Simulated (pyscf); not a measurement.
## Four-centre exchange: disiloxane (H₃Si–O–SiH₃) + F–CH₂–F → F–SiH₂–O–SiH₃ + fluoromethane (H₃C–F)

Gas phase, singlet surface, charge 0. Bonds broken: Si1–H4, C11–F12. Bonds formed: Si1–F12, H4–C11. Structures and frequencies: ωB97X-D3(BJ)/def2-SVP in PySCF.

Transition state (Å):

```xyz
14

Si     0.7685     0.0282     0.0269
O     -0.3600     1.2376     0.2387
Si    -1.5759     1.4533     1.3513
H      0.2060    -1.2837    -0.6593
H      1.3802     0.4381    -1.2902
H      1.9533     0.0080     0.9288
H     -2.6403     0.4166     1.1802
H     -1.0729     1.4083     2.7524
H     -2.1861     2.7868     1.0960
F     -1.8161    -1.7671    -0.9516
C     -1.0980    -2.1141     0.0889
F     -0.1345    -1.0032     1.3589
H     -1.7200    -2.1131     0.9865
H     -0.4142    -2.9525    -0.0619
```

One imaginary mode, 885i cm⁻¹; descent along it reached the two sides named.

| bond | change | reactant side (Å) | saddle | product side |
|---|---|---|---|---|
| Si1–H4 | breaks | 1.490 | 1.584 | 3.0 |
| C11–F12 | breaks | 1.361 | 1.943 | 3.1 |
| Si1–F12 | forms | 3.1 | 1.911 | 1.628 |
| H4–C11 | forms | 3.1 | 1.718 | 1.106 |

Electronic energies relative to the separated reactants (kcal/mol):

| level | barrier | reaction energy | reverse barrier |
|---|---|---|---|
| ωB97X-D3(BJ)/def2-TZVP | 68.6 | -46.4 | 115.1 |
| PBE/def2-TZVP | 58.6 | -44.4 | 103.0 |
| r²SCAN/def2-TZVP | 60.8 | -46.8 | 107.5 |
| B3LYP-D3(BJ)/def2-TZVP | 64.6 | -47.0 | 111.7 |
| PBE0-D3(BJ)/def2-TZVP | 65.7 | -45.3 | 111.0 |
| M06-2X/def2-TZVP | 70.7 | -48.4 | 119.1 |
| ωB97M-D3(BJ)/def2-TZVP | 66.9 | -47.3 | 114.1 |
| HF/def2-TZVP | 94.4 | -47.2 | 141.6 |

With ωB97M-D3(BJ)/def2-TZVP energies and thermal terms (ideal gas, 1 atm, RRHO with modes under 100 cm⁻¹ raised to 100, one conformer, R ln 2 for chiral ones without a mode under 150 cm⁻¹), in kcal/mol:

```
T (K)   ΔH‡    ΔG‡     ΔH     ΔG
-----  ----  -----  -----  -----
298    66.3   79.0  -45.9  -45.3
600    67.1   91.5  -45.9  -44.7
900    68.0  103.5  -46.0  -44.1
1200   68.7  115.3  -46.1  -43.5
```

From the product side, F–SiH₂–O–SiH₂• + H• + H₃C–F lies, by one bond made or cut, 16.1 kcal/mol under this saddle at ωB97M-D3(BJ). One saddle was located; it need not be the lowest between these sides.
